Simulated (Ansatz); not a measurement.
Cost and result for the atomization energy of CS, SMILES `[C-]#[S+]` (2 atoms, 1 bond).

Bond lengths: C1–S2 1.529 Å.

The species carries charge 0 and has multiplicity 1. The structure was optimised at the PBE0-D4/def2-TZVP level. Program: Ansatz. All runs use 2 threads of an AMD EPYC 7R13 on a shared host. Times are those of one run each, without the atoms' runs, and a repeat can differ threefold. Electronic energies, without spin–orbit coupling; frozen cores. CCSD(T)/CBS extrapolates def2-TZVPP and def2-QZVPP, and its time is that of the two runs behind it. T1 = 0.024.

CCSD(T)/CBS is a level of theory with its own doubt, some kJ/mol a heavy atom from the limit and from the frozen cores, so smaller differences don't rank the functionals.

```csv
level,functions,wall time
CCSD(T)/def2-SVP,32,0.2 s
revPBE-D4/def2-TZVPP,73,0.36 s
PBE0-D4/def2-TZVPP,73,0.36 s
BHLYP-D4/def2-TZVPP,73,0.36 s
PBE-D4/def2-TZVPP (with forces),73,0.4 s
RPA@PBE/def2-TZVPP,73,0.45 s
CAM-B3LYP-D4/def2-TZVPP,73,0.46 s
CCSD(T)/def2-TZVPP,73,0.55 s
r2SCANh-D4/def2-TZVPP,73,0.6 s
ωB97X-V/def2-TZVPP,73,0.7 s
ωB97M-V/def2-TZVPP (with forces),73,0.96 s
CCSD(T)/def2-QZVPP,127,2.2 s
CCSD(T)/CBS(def2),–,2.7 s
```

What atomization energy does each give, and how far from CCSD(T)/CBS? (Estimate.)

Ansatz gave: 
```
                           level  atomization (kcal/mol)  difference from CCSD(T)/CBS  per bond
                CCSD(T)/def2-SVP                   159.4                        -10.6     -10.7
            revPBE-D4/def2-TZVPP                   174.3                          4.3       4.3
              PBE0-D4/def2-TZVPP                   168.7                         -1.3      -1.3
             BHLYP-D4/def2-TZVPP                   153.1                        -16.9     -16.9
 PBE-D4/def2-TZVPP (with forces)                   180.3                         10.3      10.3
              RPA@PBE/def2-TZVPP                   155.8                        -14.2     -14.2
         CAM-B3LYP-D4/def2-TZVPP                   164.6                         -5.4      -5.5
              CCSD(T)/def2-TZVPP                   164.4                         -5.6      -5.6
           r2SCANh-D4/def2-TZVPP                   165.1                         -4.9      -4.9
              ωB97X-V/def2-TZVPP                   168.0                         -2.0      -2.0
ωB97M-V/def2-TZVPP (with forces)                   172.1                          2.1       2.1
              CCSD(T)/def2-QZVPP                   167.6                         -2.4      -2.4
               CCSD(T)/CBS(def2)                   170.0                          0.0       0.0
```

The D4 term adds +0.9 kcal/mol with B3LYP and +0.5 kcal/mol with PBE0; it sums over pairs of atoms, weighted by their polarisabilities, and B3LYP, whose exchange is more repulsive, gets the larger term. At CCSD(T), def2-SVP lies −10.7 kcal/mol from the extrapolated value and def2-TZVPP −5.6 kcal/mol: correlation converges slowly with the basis, and small sets miss more of it in the bonded molecule than in its fragments. From r2SCAN to r2SCAN0 (25 % exact exchange), in def2-TZVPP and without D4, the atomization energy moves by −9.5 kcal/mol: exact exchange takes away binding that semilocal exchange gives to molecules.

B3LYP here is the variant with VWN-RPA as its local correlation; programs differ in this.
